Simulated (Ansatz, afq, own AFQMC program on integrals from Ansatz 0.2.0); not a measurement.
# Where AFQMC and coupled cluster stand for In, doublet

A free In atom.

Basis def2-TZVP with its core potentials. Noble-gas cores (and the filled d shells of Ga–Kr and In–Xe) are frozen. Integrals, coupled cluster, full CI and functionals: Ansatz 0.2.0; the random walks run on the same integrals in our own AFQMC program. ph-AFQMC/CISD is guided by a CISD state made of CCSD amplitudes; releasing the constraint for a short imaginary time cuts its bias at the price of noise, slowly where states lie close. Free projection: walkers drawn from exp(T), propagated without any constraint. Its projection time is finite, and what remains of the start isn't in its error. Uncertainties: one standard error, sampling alone. No spin–orbit coupling.

Determinant: UHF, the one that the program's search chose, which needn't be the lowest solution.

Full CI on the same integrals is exact in this basis and with this determinant's frozen core.

Cautions: no spin-orbit coupling; inner d shell frozen.

- T1 diagnostic: 0.0127
- weight of the determinant in the CISD state: 0.946
- ⟨S²⟩ of the determinant: 0.763
- size of the correlated space: 3 electrons in 41 orbitals

Reference: full CI, correlation energy -1.154 eV. The released energy is read at 2.40 1/Eh (meV from the phaseless value at times in 1/Eh: 0.3 ± 1.6 at 0.24, -1.6 ± 1.5 at 0.51, -2.8 ± 1.8 at 0.99, -4.8 ± 1.6 at 1.62, -3.3 ± 1.6 at 2.40).

```json
{"level": "HF", "E − E(reference) (meV)": "1153.8", "share of correlation (%)": "0.00"}
{"level": "MP2", "E − E(reference) (meV)": "339.8", "share of correlation (%)": "70.55"}
{"level": "CCSD", "E − E(reference) (meV)": "26.9", "share of correlation (%)": "97.67"}
{"level": "CCSD(T)", "E − E(reference) (meV)": "6.9", "share of correlation (%)": "99.40"}
{"level": "ph-AFQMC/HF", "E − E(reference) (meV)": "77.5 ± 15.9", "share of correlation (%)": "93.28"}
{"level": "ph-AFQMC/CISD", "E − E(reference) (meV)": "4.1 ± 1.7", "share of correlation (%)": "99.65"}
{"level": "released AFQMC", "E − E(reference) (meV)": "0.8 ± 1.6", "share of correlation (%)": "99.93"}
{"level": "free AFQMC", "E − E(reference) (meV)": "0.3 ± 1.2", "share of correlation (%)": "99.97"}
```

Free projections are given only where their last times agree within the noise and don't stop above the reference; a slow remainder of the start can still hide under it. A walk keeps the symmetry of its determinant, which the program's search chose and which needn't be the lowest solution, so a lower state of the same spin and another symmetry isn't excluded. Released energies are given only where the last usable release times agree within the noise; a slower fall can still hide under it.
